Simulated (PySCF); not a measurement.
First SCF of a structure search on singlet [NH6]-, at a hand-made trigonal prismatic geometry. PySCF input:

```python
from pyscf import gto, scf, dft
mol = gto.M(atom='''
N      0.000000     0.000000     0.000000
H      0.777400     0.000000     0.675700
H     -0.388700     0.673200     0.675700
H     -0.388700    -0.673200     0.675700
H      0.777400     0.000000    -0.675700
H     -0.388700     0.673200    -0.675700
H     -0.388700    -0.673200    -0.675700''',
    basis={'N': 'def2-TZVPD', 'H': 'def2-TZVPD'},
    charge=-1, spin=0)
mf = dft.RKS(mol, xc='PBE0')
mf.grids.atom_grid = (50, 194)
aux = {'N': 'def2-universal-JKFIT', 'H': 'def2-universal-JKFIT'}
mf = mf.density_fit(auxbasis=aux)
mf.conv_tol = 1e-08
mf.diis_space = 10
mf.max_cycle = 60
mf.init_guess = 'minao'
mf.verbose = 4
mf.kernel()
```

Excerpt of the output (cycles and frontier levels):

```
init E= -58.6316330709953
cycle= 1 E= -57.6233209872134  delta_E= 1.01  |g|= 0.226  |ddm|= 23.3
  HOMO = 0.109484308844852  LUMO = 0.122731954646587  gap/eV = 0.36049
cycle= 2 E= -57.6128046047793  delta_E= 0.0105  |g|= 0.289  |ddm|= 42.7
  HOMO = 0.0762027063105087  LUMO = 0.114160790935749  gap/eV = 1.03289
cycle= 3 E= -57.6482669453551  delta_E= -0.0355  |g|= 0.0261  |ddm|= 21.1
  HOMO = 0.0694195531280008  LUMO = 0.109953785066104  gap/eV = 1.10299
cycle= 4 E= -57.6485252663214  delta_E= -0.000258  |g|= 0.0122  |ddm|= 2.42
  HOMO = 0.068249105454136  LUMO = 0.108455760024476  gap/eV = 1.09408
cycle= 5 E= -57.6485523178288  delta_E= -2.71e-05  |g|= 0.00454  |ddm|= 0.315
  HOMO = 0.0683869060265983  LUMO = 0.108801358746227  gap/eV = 1.09973
cycle= 6 E= -57.6485588258696  delta_E= -6.51e-06  |g|= 0.000754  |ddm|= 0.404
  HOMO = 0.068104909678739  LUMO = 0.108532569260468  gap/eV = 1.10009
cycle= 7 E= -57.6485591133102  delta_E= -2.87e-07  |g|= 0.00016  |ddm|= 0.139
  HOMO = 0.0681498688851459  LUMO = 0.108576155052127  gap/eV = 1.10006
cycle= 8 E= -57.6485591260484  delta_E= -1.27e-08  |g|= 2.02e-05  |ddm|= 0.0245
  HOMO = 0.0681497157146897  LUMO = 0.1085758432991  gap/eV = 1.10005
cycle= 9 E= -57.6485591264345  delta_E= -3.86e-10  |g|= 2.83e-06  |ddm|= 0.00337
  HOMO = 0.0681501835387803  LUMO = 0.108576303697781  gap/eV = 1.10005
Extra cycle  E= -57.6485591264648  delta_E= -3.03e-11  |g|= 2.14e-06  |ddm|= 0.000567
converged SCF energy = -57.6485591264648
```

No lower solution of this spin was found by a stability analysis within the restricted form, which does not test spin polarisation.

The search for the lowest solution, with the stability check, took 1.3 s on 4 threads of a shared Arm Neoverse V2 host, with 91 basis functions; the process peaked at 0.43 GiB. Launch command: `OMP_NUM_THREADS=4 python axn.py task.json out`.
